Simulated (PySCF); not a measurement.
## Electronic absorption of C4H10O

Species: C4H10O.
InChI=1S/C4H10O/c1-4(2)5-3/h4H,1-3H3

Method: PySCF, TDDFT B3LYP/def2-SVPD, vertical, gas phase, core orbitals frozen in the response. One conformer (not necessarily the lowest) at the PBE0-D3(BJ)/def2-SVP geometry, without solvent, vibrations or thermal averaging. Torsions of this conformer, `[CH3:1][O:2][CH:3]([CH3:4])[CH3:5]`: C1–O2–C3–C4 -163°.

List the vertical singlet excitations with oscillator strengths and describe the spectrum.

```csv
state,E (eV),E (hartree),f,"main configurations (H = HOMO, L = LUMO)"
S1,6.67,0.2450,0.0095,H→L (98%)
S2,7.31,0.2688,0.018,H→L+1 (98%)
S3,7.55,0.2774,0.031,H→L+2 (96%)
S4,7.83,0.2877,0.019,H→L+3 (93%)
S5,8.13,0.2986,0.010,"H-1→L (82%), H→L+4 (16%)"
S6,8.18,0.3005,0.0028,"H→L+4 (74%), H-1→L (16%)"
S7,8.72,0.3203,0.048,"H-1→L+1 (77%), H→L+6 (12%)"
S8,8.72,0.3206,0.0045,"H→L+6 (41%), H→L+5 (35%), H-1→L+1 (17%)"
S9,8.76,0.3218,0.0017,"H→L+5 (58%), H→L+6 (36%)"
S10,8.95,0.3289,0.037,"H→L+8 (58%), H→L+7 (30%)"
```

Triplets (Tamm–Dancoff): T1 6.55 eV, H→L (96%); T2 7.20 eV, H→L+1 (90%); T3 7.44 eV, H→L+2 (85%); T4 7.75 eV, H→L+3 (85%).

The lowest singlet lies at 6.67 eV (186 nm, vacuum ultraviolet) and is weak; its leading configuration is HOMO→LUMO (98%). The strongest level in the table is S7 at 8.72 eV (142 nm, f = 0.048). S7/S8 lie within about 0.01 eV of each other. Löwdin shares by element: HOMO oxygen 58%, carbon 26% or more (atoms not listed hold the other 16%); LUMO carbon 48% (atoms not listed hold the other 52%). Orbital energies (eV): HOMO-3 -9.72, HOMO-2 -9.49, HOMO-1 -8.55, HOMO -7.14, LUMO 0.46, LUMO+1 1.02, LUMO+2 1.31. The oscillator strengths of these states sum to 0.181; summed over the whole spectrum of an exact calculation they would give the number of electrons, 42 (Thomas–Reiche–Kuhn). The listed states span 2.28 eV, and the widest gap between neighbours is 0.65 eV (S1 to S2). The vertical ionisation energy (ΔSCF) is 9.58 eV, 0.63 eV above S10. Singlets were solved by full linear response, triplets in the Tamm–Dancoff approximation.
